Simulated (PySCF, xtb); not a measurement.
DMSO (C2H6OS), SMILES CS(C)=O.

Harmonic wavenumbers (cm⁻¹) from GFN2-xTB in xtb at its own minimum, in rising order: 117, 178, 270, 306, 362, 654, 664, 818, 867, 899, 938, 1144, 1283, 1290, 1431, 1443, 1452, 1463, 3054, 3056, 3065, 3069, 3074, 3077.

Q: What does PBE-D3(BJ)/def2-SVP run with PySCF give at its own minimum? (An estimate is asked for; the answer gives what the named calculation found.)

A: 168, 218, 270, 293, 351, 596, 616, 835, 868, 906, 966, 1097, 1220, 1246, 1360, 1374, 1378, 1396, 2973, 2974, 3101, 3103, 3109, 3109. Paired by order, the mean absolute difference is 42 cm⁻¹ and the zero-point energies are 48.6 and 47.9 kcal/mol.
